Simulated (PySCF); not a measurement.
PySCF input (PBE0/6-311G**):

```python
import numpy as np, basis_set_exchange as bse
from pyscf import gto, scf, dft, df

basis = {'C': gto.basis.parse(bse.get_basis('6-311G**', elements=['C'], fmt='nwchem')), 'H': gto.basis.parse(bse.get_basis('6-311G**', elements=['H'], fmt='nwchem'))}
mol = gto.M(
    atom='''
    C    -0.00105023   -0.00044593    0.21807837
    C    -0.00682676   -0.00289863    1.41756777
    C     0.00595226    0.00252732   -1.23597935
    H    -0.01194066   -0.00506999    2.47946412
    H     0.01516829    1.02317495   -1.62370089
    H     0.88736845   -0.51296496   -1.62264162
    H    -0.87904773   -0.50023658   -1.63112234
    ''',
    basis=basis,
    charge=0,
    verbose=4,
    max_memory=8640,
)
mf = dft.RKS(mol, xc='pbe0')
mf.grids.level = 3
mf = mf.density_fit(auxbasis=df.autoaux(mol))
mf.conv_tol = 1e-9
mf.max_cycle = 100
print('smallest overlap eigenvalue', np.linalg.eigvalsh(mol.intor('int1e_ovlp'))[0])
mf.kernel()
dip = mf.dip_moment()
```

Output:

```
PySCF version 2.14.0

[INPUT] verbose = 4
[INPUT] num. atoms = 7
[INPUT] num. electrons = 22
[INPUT] charge = 0
[INPUT] spin (= nelec alpha-beta = 2S) = 0
[INPUT] symmetry False subgroup None
[INPUT] Mole.unit = angstrom
[INPUT] Symbol           X                Y                Z      unit          X                Y                Z       unit  Magmom
[INPUT]  1 C     -0.001050230000  -0.000445930000   0.218078370000 AA   -0.001984647068  -0.000842685571   0.412108392992 Bohr   0.0
[INPUT]  2 C     -0.006826760000  -0.002898630000   1.417567770000 AA   -0.012900706718  -0.005477616836   2.678814848310 Bohr   0.0
[INPUT]  3 C      0.005952260000   0.002527320000  -1.235979350000 AA    0.011248141222   0.004775942629  -2.335662467118 Bohr   0.0
[INPUT]  4 H     -0.011940660000  -0.005069990000   2.479464120000 AA   -0.022564577147  -0.009580892554   4.685508122486 Bohr   0.0
[INPUT]  5 H      0.015168290000   1.023174950000  -1.623700890000 AA    0.028663913878   1.933520433016  -3.068349990313 Bohr   0.0
[INPUT]  6 H      0.887368450000  -0.512964960000  -1.622641620000 AA    1.676883342080  -0.969363285898  -3.066348260121 Bohr   0.0
[INPUT]  7 H     -0.879047730000  -0.500236580000  -1.631122340000 AA   -1.661159460121  -0.945310133689  -3.082374498260 Bohr   0.0

nuclear repulsion = 58.8966378686872
number of shells = 40
number of NR pGTOs = 125
number of NR cGTOs = 78
basis = {'C': [[0, [4563.24, 0.00196665], [682.024, 0.0152306], [154.973, 0.0761269], [44.4553, 0.260801], [13.029, 0.616462], [1.82773, 0.221006]], [0, [20.9642, 0.11466], [4.80331, 0.919999], [1.45933, -0.00303068]], [0, [0.483456, 1.0]], [0, [0.145585, 1.0]], [1, [20.9642, 0.0402487], [4.80331, 0.237594], [1.45933, 0.815854]], [1, [0.483456, 1.0]], [1, [0.145585, 1.0]], [2, [0.626, 1.0]]], 'H': [[0, [33.865, 0.0254938], [5.09479, 0.190373], [1.15879, 0.852161]], [0, [0.32584, 1.0]], [0, [0.102741, 1.0]], [1, [0.75, 1.0]]]}
ecp = {}
ETB for C: l = 0, exps = 0.29117 * 1.8^n , n = 0..13
ETB for C: l = 1, exps = 0.29117 * 1.8^n , n = 0..11
ETB for C: l = 2, exps = 0.29117 * 1.8^n , n = 0..10
ETB for C: l = 3, exps = 0.771585 * 2.2^n , n = 0..2
ETB for H: l = 0, exps = 0.205482 * 1.8^n , n = 0..10
ETB for H: l = 1, exps = 0.852741 * 2^n , n = 0..2
ETB for H: l = 2, exps = 1.5 * 2.2^n , n = 0..0
smallest overlap eigenvalue 0.00019108943253257367

******** <class 'pyscf.df.df_jk.DFRKS'> ********
method = DFRKS
initial guess = minao
damping factor = 0
level_shift factor = 0
DIIS = <class 'pyscf.scf.diis.CDIIS'>
diis_start_cycle = 1
diis_space = 8
diis_damp = 0
SCF conv_tol = 1e-09
SCF conv_tol_grad = None
SCF max_cycles = 100
direct_scf = False
XC library pyscf.dft.libxc version 7.1.2
    S. Lehtola, C. Steigemann, M. J. T. Oliveira, and M. A. L. Marques,  SoftwareX 7, 1–5 (2018)
XC functionals = pbe0
    C. Adamo and V. Barone,  J. Chem. Phys. 110, 6158 (1999)
    M. Ernzerhof and G. E. Scuseria,  J. Chem. Phys. 110, 5029 (1999)
radial grids:
    Treutler-Ahlrichs [JCP 102, 346 (1995); DOI:10.1063/1.469408] (M4) radial grids

becke partition: Becke, JCP 88, 2547 (1988); DOI:10.1063/1.454033
pruning grids: <function nwchem_prune>
grids dens level: 3
symmetrized grids: False
atomic radii adjust function: <function treutler_atomic_radii_adjust>
small_rho_cutoff = 0
Set gradient conv threshold to 3.16228e-05
Initial guess from minao.
tot grids = 81592
******** <class 'pyscf.df.df.DF'> ********
auxbasis = {'C': [[0, [np.float64(606.3022679937476), 1]], [0, [np.float64(336.8345933298598), 1]], [0, [np.float64(187.13032962769984), 1]], [0, [np.float64(103.96129423761103), 1]], [0, [np.float64(57.75627457645057), 1]], [0, [np.float64(32.08681920913921), 1]], [0, [np.float64(17.826010671744), 1]], [0, [np.float64(9.903339262080001), 1]], [0, [np.float64(5.5018551456), 1]], [0, [np.float64(3.0565861919999997), 1]], [0, [np.float64(1.6981034400000001), 1]], [0, [np.float64(0.9433908), 1]], [0, [np.float64(0.524106), 1]], [0, [np.float64(0.29117), 1]], [1, [np.float64(187.13032962769984), 1]], [1, [np.float64(103.96129423761103), 1]], [1, [np.float64(57.75627457645057), 1]], [1, [np.float64(32.08681920913921), 1]], [1, [np.float64(17.826010671744), 1]], [1, [np.float64(9.903339262080001), 1]], [1, [np.float64(5.5018551456), 1]], [1, [np.float64(3.0565861919999997), 1]], [1, [np.float64(1.6981034400000001), 1]], [1, [np.float64(0.9433908), 1]], [1, [np.float64(0.524106), 1]], [1, [np.float64(0.29117), 1]], [2, [np.float64(103.96129423761103), 1]], [2, [np.float64(57.75627457645057), 1]], [2, [np.float64(32.08681920913921), 1]], [2, [np.float64(17.826010671744), 1]], [2, [np.float64(9.903339262080001), 1]], [2, [np.float64(5.5018551456), 1]], [2, [np.float64(3.0565861919999997), 1]], [2, [np.float64(1.6981034400000001), 1]], [2, [np.float64(0.9433908), 1]], [2, [np.float64(0.524106), 1]], [2, [np.float64(0.29117), 1]], [3, [np.float64(3.7344714000000003), 1]], [3, [np.float64(1.697487), 1]], [3, [np.float64(0.771585), 1]]], 'H': [[0, [np.float64(73.3666746661153), 1]], [0, [np.float64(40.75926370339739), 1]], [0, [np.float64(22.644035390776324), 1]], [0, [np.float64(12.580019661542401), 1]], [0, [np.float64(6.988899811968), 1]], [0, [np.float64(3.8827221177600006), 1]], [0, [np.float64(2.1570678432), 1]], [0, [np.float64(1.198371024), 1]], [0, [np.float64(0.66576168), 1]], [0, [np.float64(0.3698676), 1]], [0, [np.float64(0.205482), 1]], [1, [np.float64(3.410964), 1]], [1, [np.float64(1.705482), 1]], [1, [np.float64(0.852741), 1]], [2, [np.float64(1.5), 1]]]}
init E= -116.746281952895
  HOMO = -0.328934035990307  LUMO = -0.0206189083868273  gap/eV = 8.38968
cycle= 1 E= -116.503878048365  delta_E= 0.242  |g|= 0.326  |ddm|= 2.18
  HOMO = -0.216914243362429  LUMO = 0.0689296873958673  gap/eV = 7.77821
cycle= 2 E= -116.511795850451  delta_E= -0.00792  |g|= 0.28  |ddm|= 0.489
  HOMO = -0.282389165138425  LUMO = 0.0553251529479717  gap/eV = 9.18967
cycle= 3 E= -116.532437131754  delta_E= -0.0206  |g|= 0.0443  |ddm|= 0.215
  HOMO = -0.281952163449525  LUMO = 0.0555702649579142  gap/eV = 9.18445
cycle= 4 E= -116.532509281479  delta_E= -7.21e-05  |g|= 0.0416  |ddm|= 0.0497
  HOMO = -0.280918812184387  LUMO = 0.0569909844880924  gap/eV = 9.19499
cycle= 5 E= -116.532937649036  delta_E= -0.000428  |g|= 0.00208  |ddm|= 0.0237
  HOMO = -0.281268818894759  LUMO = 0.0566925806771095  gap/eV = 9.19640
cycle= 6 E= -116.532938614071  delta_E= -9.65e-07  |g|= 0.000639  |ddm|= 0.00281
  HOMO = -0.28121334023218  LUMO = 0.0567174507809587  gap/eV = 9.19557
cycle= 7 E= -116.532938712201  delta_E= -9.81e-08  |g|= 0.000165  |ddm|= 0.000488
  HOMO = -0.281209189792005  LUMO = 0.0567238513096654  gap/eV = 9.19563
cycle= 8 E= -116.532938718408  delta_E= -6.21e-09  |g|= 1.15e-05  |ddm|= 9.57e-05
  HOMO = -0.281208328546176  LUMO = 0.0567250093426466  gap/eV = 9.19563
cycle= 9 E= -116.532938718445  delta_E= -3.71e-11  |g|= 1.07e-06  |ddm|= 1.39e-05
  HOMO = -0.281208563462056  LUMO = 0.0567248856508946  gap/eV = 9.19564
Extra cycle  E= -116.532938718443  delta_E= 1.42e-12  |g|= 1.75e-06  |ddm|= 2.44e-06
converged SCF energy = -116.532938718443
Dipole moment(X, Y, Z, Debye):  0.00389,  0.00165, -0.80816
```
